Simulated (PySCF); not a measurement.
Compound: NH3.
Numbering: `[NH3:1]` (hydrogens: H2, H3, H4 on N1)

Structure used (PBE0-D3(BJ)/def2-SVP), in Å, numbered top down from 1:
```xyz
4
NH3 angstrom
N      0.0049   -0.0044    0.3031
H      0.0786   -0.9311   -0.1158
H     -0.8493    0.3981   -0.0816
H      0.7659    0.5374   -0.1057
```

Method used: PBE0-D3(BJ)/def2-SVP geometry optimisation, gas phase in PySCF.

Take the most abundant isotopes and a rigid rotor. 

**Question.** Give the principal moments of inertia and the rotational constants in GHz.

**Answer.** Ia = 1.73, Ib = 1.73, Ic = 2.65 u·Å²; 505379 MHz·u·Å²/I gives 291974, 291965 and 190753 MHz, that is A = 291.97, B = 291.97, C = 190.75 GHz.

**Question.** Classify the top.

**Answer.** An oblate symmetric top, as the point group C3v requires two equal moments; the computed ones differ by 0.00 % because the geometry is symmetric only within the optimiser's tolerance: κ = (2 × 291965 − 291974 − 190753)/(291974 − 190753) = 1.00.

**Question.** Is it planar, by Δ = Ic − Ia − Ib?

**Answer.** Not planar: Δ = Ic − Ia − Ib = -0.81 u·Å². For a rigid frame Δ = −2 Σ m c², so Σ m c² = 0.41 u·Å² lies off the ab plane: 0.33 from hydrogen and 0.07 from heavier atoms. The atom farthest from that plane is 0.33 Å away.

**Question.** Where do the R-branch lines fall?

**Answer.** The dipole of 1.79 D lies along the symmetry axis, so ΔK = 0 and J+1 ← J falls at 2B(J+1) for every K: 583.94 GHz, 1167.88 GHz, 1751.82 GHz, 2335.76 GHz, 2919.70 GHz for J = 0 to 4. Inversion tunnelling, which a rigid rotor lacks, splits the real lines of ammonia.

**Question.** Estimate the classical rotational partition function at 100 K and 500 K.

**Answer.** Point group C3v, symmetry number σ = 3; q = (√π/σ)·√((kT/h)³/(ABC)), k/h = 20836.6 MHz/K: 13.9 at 100 K, 156 at 500 K.

Not checked by PBE0-D3(BJ)/def2-SVP frequencies. Constants of a rigid frame at the computed geometry: no zero-point averaging, no centrifugal distortion.
